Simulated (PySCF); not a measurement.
ClH.
InChI=1S/ClH/h1H

The calculation used BHandHLYP/def2-TZVP geometry optimisation, gas phase in PySCF.

Masses are those of the commonest isotopes; rigid-rotor values at the optimised geometry. 

Task: What are the moment of inertia and the rotational constant?

Result: I = 1.583 u·Å², B = 505379 MHz·u·Å²/I = 319165 MHz (10.6462 cm⁻¹, or 15.317 K as hB/k). For two atoms I = μr² with μ = 0.9796 u and r = 1.2714 Å.

Task: List the first levels of a rigid rotor in a Σ state.

Result: E(J) = BJ(J+1): J = 1: 21.292, J = 2: 63.877, J = 3: 127.754, J = 4: 212.924, J = 5: 319.386, J = 6: 447.140 cm⁻¹.

Task: Where do the first rotational lines fall?

Result: The dipole is 1.26 D; J+1 ← J lies at 2B(J+1): 1 ← 0 at 638.33 GHz, 2 ← 1 at 1276.66 GHz, 3 ← 2 at 1914.99 GHz, 4 ← 3 at 2553.32 GHz, 5 ← 4 at 3191.65 GHz, 6 ← 5 at 3829.98 GHz.

Not checked by BHandHLYP/def2-TZVP frequencies. No vibrational averaging or centrifugal distortion is included, and the geometry carries the error of its method.
